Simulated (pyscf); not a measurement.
PySCF, gas phase, ωB97X-D3(BJ)/def2-SVP geometries.

SMILES: C(C)[CH2][GaH][CH3]
```xyz
16

C     -1.4223    -0.4826    -2.3166
C      0.0828    -0.2184    -2.3481
C      0.6582     0.0428    -0.9510
Ga    -0.0988     1.6419    -0.0711
C     -0.2356     1.8159     1.8867
H     -1.8292    -0.6804    -3.3211
H     -1.6586    -1.3524    -1.6806
H     -1.9706     0.3865    -1.9087
H      0.5903    -1.0777    -2.8228
H      0.2829     0.6504    -3.0000
H      1.7534     0.1930    -1.0051
H      0.5149    -0.8393    -0.3010
H     -0.5952     2.8340    -0.9825
H     -1.2975     1.7639     2.1851
H      0.1391     2.7947     2.2280
H      0.3053     1.0223     2.4248
```
Charge 0, spin multiplicity 1.

Question: How much does it cost (ΔH, 298 K, ωB97M-D3(BJ)/def2-TZVP) to split H₃C–CH₂–CH₂–GaH–CH₃ (SMILES CC[CH2][GaH][CH3]) at its C–C bond into •H₂C–CH₃ + •H₂C–GaH–CH₃?

Answer: C–C to •H₂C–CH₃ + •H₂C–GaH–CH₃: 343.0 kJ/mol. The 7 functionals that were run give +306.1 (r²SCAN) to +346.9 kJ/mol (ωB97X-D3(BJ)/def2-TZVP). The radicals are drawn with the spin at the cut bond; how far it spreads was not checked. H₃C–CH₂–CH₂–GaH–CH₃ lies 28.1 kJ/mol over its isomer H₃C–CH₂–Ga(CH₃)–CH₃ (electronic energy, ωB97M-D3(BJ)/def2-TZVP). •H₂C–GaH–CH₃ lies 89.1 kJ/mol over its isomer [H₃C–Ga–CH₃]• (electronic energy, ωB97M-D3(BJ)/def2-TZVP). Other isomers of •H₂C–CH₃ were not searched in full and may lie lower. Elements up to Kr have no core potential and no relativistic terms here.
